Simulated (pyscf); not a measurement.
H₃C–CH₂–SiH₂• (SMILES CC[SiH2]) + H₂ (SMILES [H][H]) -> H₃C–CH₂–SiH₃ (SMILES CC[SiH3]) + H• (SMILES [H]), a hydrogen abstraction (doublet surface; H–H broken, H–Si formed). Structures and frequencies: ωB97X-D3(BJ)/def2-SVP in PySCF. Energies in kcal/mol from the separated reactants.

Small-basis levels: PySCF, no dispersion term, spherical d functions. AM1 to PM7: differences of heats of formation from MOPAC, which are fitted to 298 K values and so differ in kind from electronic energies by zero-point and thermal terms. Open shells are spin-unrestricted. 

```json
[
 {"level": "HF/STO-3G", "barrier": "22.5", "reaction energy": "+7.3"},
 {"level": "HF/3-21G", "barrier": "22.5", "reaction energy": "+11.3"},
 {"level": "HF/6-31G*", "barrier": "18.5", "reaction energy": "+4.8"},
 {"level": "SVWN5/6-31G*", "barrier": "7.6", "reaction energy": "+12.8"},
 {"level": "B3LYP/STO-3G", "barrier": "14.6", "reaction energy": "+14.9"},
 {"level": "B3LYP/3-21G", "barrier": "18.7", "reaction energy": "+18.8"},
 {"level": "B3LYP/6-31G*", "barrier": "16.1", "reaction energy": "+14.6"},
 {"level": "M06-2X/6-31G*", "barrier": "18.9", "reaction energy": "+13.1"},
 {"level": "AM1", "barrier": "29.6", "reaction energy": "+35.4"},
 {"level": "PM3", "barrier": "17.5", "reaction energy": "+36.4"},
 {"level": "PM6", "barrier": "22.2", "reaction energy": "+36.3"},
 {"level": "PM7", "barrier": "48.9", "reaction energy": "+62.5"},
 {"level": "ωB97M-D3(BJ)/def2-TZVP", "barrier": "15.2", "reaction energy": "+10.6"}
]
```

Against the last row the barrier runs from -7.6 (SVWN5/6-31G*) to +33.7 kcal/mol (PM7). At SVWN5/6-31G*, B3LYP/STO-3G, AM1, PM3, PM6, PM7 this geometry lies under one side, so the entry may be no barrier of that level: it is a single point on another level's saddle. ωB97M-D3(BJ)/def2-TZVP has limits of its own. H₃C–CH₂–SiH₂• lies 11.7 kcal/mol over its isomer H₃C–SiH•–CH₃ (electronic energy, ωB97M-D3(BJ)/def2-TZVP). H₃C–CH₂–SiH₃ lies 12.8 kcal/mol over its isomer H₃C–SiH₂–CH₃ (electronic energy, ωB97M-D3(BJ)/def2-TZVP). One saddle was located; it need not be the lowest between these sides. The angle at the transferred H is 175°.
